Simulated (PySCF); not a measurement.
**Nuclear quadrupole coupling in `C/C=C\CC=O`**

C5H8O.
Cartesian coordinates in Å at the GFN2-xTB level; atoms count from 1:
```xyz
14
C5H8O angstrom
C     -1.7345    0.3677   -0.6155
C     -1.0869    0.3419    0.7287
C      0.0879   -0.1814    1.0462
C      1.0470   -0.8513    0.1017
C      1.9559    0.1931   -0.4889
O      3.1494    0.2109   -0.3941
H     -1.1378   -0.1294   -1.3743
H     -1.8962    1.4000   -0.9251
H     -2.7115   -0.1126   -0.5631
H     -1.6730    0.8039    1.5131
H      0.4404   -0.1085    2.0654
H      1.6439   -1.5986    0.6253
H      0.5072   -1.3299   -0.7177
H      1.4076    0.9939   -1.0240
```

Field gradients from the B3LYP/pcJ-1 density (PySCF, non-relativistic), principal values in atomic units, ordered |Vxx| ≤ |Vyy| ≤ |Vzz|:

```json
{"atom": "O6", "Vxx": "0.4039", "Vyy": "1.6220", "Vzz": "-2.0259"}
```

Find the asymmetry η = (Vxx − Vyy)/Vzz and the couplings χ = eQV/h (234.96 MHz × Q in barn × V in au), with Q(17O) = −0.0256 b.

| atom | environment | nucleus | η | χzz (MHz) | χxx (MHz) | χyy (MHz) |
| --- | --- | --- | --- | --- | --- | --- |
| O6 | aldehyde oxygen | 17O | 0.60 | 12.19 | -2.43 | -9.76 |

What is Vzz at O6 in SI units (1 au = 9.71736 × 10²¹ V/m²)?

-2.0259 au = -19.686 × 10²¹ V/m².

And the gradient at the other heavy atoms, for which no coupling is worked out here?

```csv
atom,environment,Vzz (au),η
C1,allylic carbon,0.040,0.56
C2,alkene CH carbon,0.293,0.56
C3,alkene CH carbon,0.222,0.94
C4,sp3 carbon next to a carbonyl,-0.069,0.16
C5,aldehyde carbon,0.541,0.00
```

Were the hydrogens deuterons (Q(2H) = 0.00286 b), χzz would run from 174 kHz (H14) to 211 kHz (H11).

The structure is a single GFN2-xTB conformer in the gas phase; no vibrational or solvent corrections. GFN2-xTB bond lengths can be off by several hundredths of an ångström, more for odd bonds, and the gradients follow them. A larger basis could move these couplings by a tenth or more.
